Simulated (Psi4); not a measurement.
**U-wB97X-D/6-31G(d) (spherical functions, sweep point 4) run of LiO (lithium monoxide)**

We compute a geometry optimisation of LiO (lithium monoxide). Input form: a Python script.

The results are computed with Psi4 1.11.

## Step 1: The system as given

LiO: 2 atoms, total charge 0, spin state doublet. SMILES: `[Li][O]`. The coordinates come from a PBE0-D4/def2-TZVP relaxation. The run starts from this shape.

Bond lengths: Li1–O2 1.681 Å.

## Step 2: A geometry optimisation at U-wB97X-D/6-31G(d) (spherical functions, sweep point 4)

The input, run.py:

```python
import psi4

psi4.set_memory('1600 MB')
psi4.set_num_threads(1)
psi4.set_output_file('output.dat', False)

geom = psi4.geometry("""
0 2
Li     0.000000     0.000000    -0.057440
O      0.000000     0.000000     1.623240
units angstrom
symmetry c1
""")

psi4.set_options({
    'basis': '6-31G*',
    'reference': 'uks',
    'puream': True,
    'scf_type': 'pk',
    'dft_radial_points': 50,
    'dft_spherical_points': 194,
    'g_convergence': 'gau_tight',
    'geom_maxiter': 50,
    'maxiter': 100,
})

result = psi4.optimize("wb97x-d")
print(f'total energy {result:.8f} hartree = {result * 27.211386:.5f} eV')
print(geom.to_string(dtype='xyz', units='Angstrom'))
for k, v in sorted(psi4.core.scalar_variables().items()):
    print(f'{k:45s} {v:18.10f}')
```

Launch:

```sh
$ python run.py
```

output.dat:

```text
[...]
  Running in c1 symmetry.
[...]
  Nuclear repulsion =    7.556615807934884
[...]
  Multiplicity = 2
[...]
  Nalpha       = 6
  Nbeta        = 5
[...]
    Number of basis functions: 28
[...]
   @UKS iter   1:   -82.53076545532079   -6.43847e-01   1.78156e-02 ADIIS/DIIS
[...]
   @UKS iter   5:   -82.64991681016080   -5.40012e-13   8.78469e-09 DIIS
[...]
   @S^2 Observed:                7.543268748E-01
[...]
    Orbital Energies [Eh]
    ---------------------
    Alpha Occupied:
       1A    -19.187630     2A     -2.093254     3A     -0.913489
       4A     -0.362232     5A     -0.314342     6A     -0.298385
    Alpha Virtual:
       7A      0.000885     8A      0.069415     9A      0.072410
      10A      0.116002    11A      0.197007    12A      0.215278
      13A      0.216114    14A      0.346128    15A      0.551189
      16A      0.552294    17A      0.599524    18A      0.605068
      19A      0.731368    20A      1.147649    21A      1.185016
      22A      1.189871    23A      1.714859    24A      1.949048
      25A      1.973280    26A      1.996557    27A      2.076453
[...]
  @UKS Final Energy:   -82.64991681016080
   => Energetics <=
    Nuclear Repulsion Energy =              7.4298646300720295
    One-Electron Energy =                -129.3586816820068179
    Two-Electron Energy =                  46.5672613556851118
    DFT Exchange-Correlation Energy =      -7.2882058394362197
    Empirical Dispersion Energy =          -0.0001552744749204
    VV10 Nonlocal Energy =                  0.0000000000000000
    Total Energy =                        -82.6499168101608035
[...]
 Multipole Moments:
 ------------------------------------------------------------------------------------
     Multipole            Electronic (a.u.)      Nuclear  (a.u.)        Total (a.u.)
 ------------------------------------------------------------------------------------
 L = 1.  Multiply by 2.5417464519 to convert [e a0] to [Debye]
 Dipole X            :          0.0000000            0.0000000            0.0000000
 Dipole Y            :         -0.0000000            0.0000000           -0.0000000
 Dipole Z            :         -3.6180156            1.1431309           -2.4748847
 Magnitude           :                                                    2.4748847
[...]
  -Total Gradient:
     Atom            X                  Y                   Z
    ------   -----------------  -----------------  -----------------
       1        0.000000000000    -0.000000000000     0.000464021461
       2       -0.000000000000     0.000000000000     0.000462733996
[...]
    Final optimized geometry and variables:
    Molecular point group: c1
    Full point group: C_inf_v
    Geometry (in Angstrom), charge = 0, multiplicity = 2:
    LI           0.000000000000     0.000000000000    -1.188172382824
    O            0.000000000000     0.000000000000     0.521179494823
[...]
```

On the terminal:

```text
Optimizer: Optimization complete!
total energy -82.64991681 hartree = -2249.01879 eV
2
0 2 LiO
Li                    0.000000000000     0.000000000000    -1.188172382824
O                     0.000000000000     0.000000000000     0.521179494823

CURRENT ENERGY                                    -82.6499168102
CURRENT REFERENCE ENERGY                          -82.6499168102
DD SOLVATION ENERGY                                 0.0000000000
DFT FUNCTIONAL TOTAL ENERGY                       -82.6497615357
DFT TOTAL ENERGY                                  -82.6499168102
DFT VV10 ENERGY                                     0.0000000000
DFT XC ENERGY                                      -7.2882058394
DISPERSION CORRECTION ENERGY                       -0.0001552745
GRID ELECTRONS ALPHA                                5.9999653043
GRID ELECTRONS BETA                                 4.9999901468
GRID ELECTRONS TOTAL                               10.9999554511
NUCLEAR REPULSION ENERGY                            7.4298646301
ONE-ELECTRON ENERGY                              -129.3586816820
OPTIMIZATION ITERATIONS                             5.0000000000
PCM POLARIZATION ENERGY                             0.0000000000
PE ENERGY                                           0.0000000000
SCF ITERATION ENERGY                              -82.6499168102
SCF ITERATIONS                                      5.0000000000
SCF TOTAL ENERGY                                  -82.6499168102
TWO-ELECTRON ENERGY                                46.5672613557
WB97X-D DISPERSION CORRECTION ENERGY               -0.0001552745
XC GRID RADIAL POINTS                              50.0000000000
XC GRID SPHERICAL POINTS                          194.0000000000
XC GRID TOTAL POINTS                            18841.0000000000
```

It took 8.1 s on 1 thread of Intel Xeon at 2.70GHz, shared host; peak memory 0.24 GiB.

Steps, from the record of the run:

| step | energy from the first frame kept (eV) | largest force (eV/Å) |
| --- | --- | --- |
| 0 | 0.0000 | 0.3921 |
| 1 | -0.0054 | 0.1156 |
| 2 | -0.0058 | 0.0302 |
| 3 | -0.0058 | 0.0243 |
| 4 | -0.0058 | 0.0239 |

After the run. Bond lengths: Li1–O2 1.709 Å.

## Step 3: Outcome

At U-wB97X-D/6-31G* (spherical functions, sweep point 4):

```
                          quantity         value
           total energy at the end  -82.64992 Eh
                     dipole moment        6.29 D
HOMO energy (highest over α and β)      -7.30 eV
 LUMO energy (lowest over α and β)       0.02 eV
                       bond length       1.709 Å
                 dispersion energy  -0.41 kJ/mol
                              ⟨S²⟩         0.754
```

What this shows: At the final geometry: Bond lengths: Li1–O2 1.709 Å. The optimisation took 5 steps and changed the energy by -0.006 eV.
